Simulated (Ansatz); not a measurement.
The input, for Ansatz 0.2.0:

```yaml
crystal:
  periodic: [false, false, false]
  atoms:
    - {symbol: B, position_ang: [-0.444224, 0.000000, 0.535147]}
    - {symbol: N, position_ang: [0.325067, 0.000000, -0.519815]}
    - {symbol: H, position_ang: [0.247429, 0.000000, 1.483640]}
basis:
  gaussian: {orbitals: def2-SVPD}
magnetization: {spin_polarized: false, initial_magnetization: 1}
correlation: {method: mp2, electrons: outside_noble_gas}
```

```sh
$ ansatz run in.yaml --threads 1 --pin off --events-out ev --progress --plain --max-ram 2393MiB
```

Log:

```
473 factors; integrals over basis functions are off by at most 8.9e-4 eV
mean field evaluation 1: about -2160.8428 eV, gradient 2.5e1 eV
mean field evaluation 2: about -2160.8439 eV, gradient 2.5e1 eV
mean field evaluation 4: about -2163.2959 eV, gradient 2.7e0 eV
mean field evaluation 8: about -2163.4420 eV, gradient 2.2e-1 eV
mean field evaluation 16: about -2163.4496 eV, gradient 2.0e-6 eV
mean field evaluation 32: about -2163.3461 eV, gradient 2.8e0 eV
mean field evaluation 64: about -2163.3619 eV, gradient 3.6e-2 eV
mean field -2163.44958075 eV, -79.5053056539 hartree, gradient 2.0e-6 eV, S^2 0.750000; 8 other end points of the search recorded, 0 dependent functions left out
mean field evaluation 96: about -2163.7167 eV, gradient 2.0e-1 eV
mean field evaluation 128: about -2161.3591 eV, gradient 1.1e1 eV
mean field evaluation 160: about -2163.6154 eV, gradient 1.6e0 eV
mean field evaluation 192: about -2163.7199 eV, gradient 1.0e-3 eV
unrestricted determinant -2164.03448097 eV, -79.5268003403 hartree, S^2 1.3661
2 core orbitals not correlated: weight in the atoms' cores, before any rotation towards them, 1.000 or more for the frozen orbitals, at most 0.000 for the correlated occupied ones
reference -2163.44958075 eV, -79.5053056539 hartree; 5, 4 occupied and 41, 42 virtual orbitals, 473 factors
second order -6.23772581 eV of doubles, -0.08361940 eV of singles
Total energy: -2169.77092596 eV, -79.7376108055 hartree
```

Ran on 1 thread of Intel Xeon Platinum 8488C, shared host: 1.3 s wall, 0.09 GiB peak host memory.
